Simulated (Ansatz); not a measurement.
Steps of a relaxation of hexafluoroethane, C$_{2}$F$_{6}$ with RKS PBE0-D4/def2-TZVP.

```sh
$ ansatz run in.yaml --threads 2 --pin off --events-out ev --progress --plain --max-ram 32768MiB --backend cuda --devices 0, --max-vram 18GiB
```

```yaml
crystal:
  periodic: [false, false, false]
  atoms:
    - {symbol: F, position_ang: [1.077902, -0.786516, 1.162705]}
    - {symbol: C, position_ang: [0.677422, -0.405317, -0.059686]}
    - {symbol: F, position_ang: [1.626162, 0.365888, -0.611958]}
    - {symbol: F, position_ang: [0.497657, -1.494244, -0.822378]}
    - {symbol: C, position_ang: [-0.654397, 0.391010, 0.045728]}
    - {symbol: F, position_ang: [-0.473379, 1.482089, 0.805074]}
    - {symbol: F, position_ang: [-1.057022, 0.768684, -1.176991]}
    - {symbol: F, position_ang: [-1.602144, -0.378694, 0.601704]}
basis:
  gaussian: {orbitals: def2-TZVP}
hamiltonian: {xc: pbe0, dispersion: d4}
relax: {f_tol: 0.005, max_steps: 150}
```

Positions (Å) and forces (eV/Å) along the path, 4 of 4 steps:

```xyz
8
step=1 energy=-18365.9585 eV
F     1.078   -0.787    1.163   -0.245    0.240   -0.801
C     0.677   -0.405   -0.060    0.438   -0.259   -0.034
F     1.626    0.366   -0.612   -0.602   -0.514    0.359
F     0.498   -1.494   -0.822    0.134    0.700    0.497
C    -0.654    0.391    0.046   -0.437    0.259    0.035
F    -0.473    1.482    0.805   -0.135   -0.702   -0.494
F    -1.057    0.769   -1.177    0.247   -0.235    0.799
F    -1.602   -0.379    0.602    0.601    0.512   -0.361
8
step=2 energy=-18365.9970 eV
F     1.073   -0.782    1.154   -0.095    0.093   -0.307
C     0.675   -0.404   -0.060    0.202   -0.120   -0.015
F     1.617    0.361   -0.608   -0.233   -0.196    0.137
F     0.497   -1.485   -0.816    0.050    0.269    0.190
C    -0.652    0.390    0.046   -0.202    0.120    0.016
F    -0.472    1.472    0.799   -0.051   -0.270   -0.189
F    -1.051    0.765   -1.168    0.096   -0.091    0.306
F    -1.593   -0.374    0.597    0.232    0.195   -0.139
8
step=3 energy=-18366.0032 eV
F     1.070   -0.779    1.148    0.002   -0.001   -0.004
C     0.675   -0.404   -0.060   -0.012    0.007    0.001
F     1.611    0.358   -0.606    0.000   -0.005    0.001
F     0.496   -1.480   -0.812    0.004    0.001    0.002
C    -0.652    0.389    0.046    0.012   -0.007   -0.001
F    -0.472    1.467    0.796   -0.004   -0.002   -0.002
F    -1.048    0.763   -1.163   -0.002    0.001    0.004
F    -1.588   -0.372    0.594   -0.001    0.004   -0.002
8
step=4 energy=-18366.0032 eV
F     1.071   -0.779    1.148   -0.003    0.002    0.002
C     0.675   -0.404   -0.059    0.003   -0.002    0.000
F     1.611    0.358   -0.606   -0.002    0.003   -0.001
F     0.496   -1.480   -0.812   -0.004    0.001    0.000
C    -0.652    0.389    0.046   -0.003    0.002    0.000
F    -0.473    1.466    0.797    0.003   -0.001    0.001
F    -1.048    0.763   -1.162    0.003   -0.001   -0.002
F    -1.588   -0.372    0.594    0.002   -0.003    0.000
```

Hardware: 2 threads of an AMD EPYC 7R13 on a shared host and a share of an NVIDIA H100 80 GB. Wall time 19 s, peak host memory 0.86 GiB.
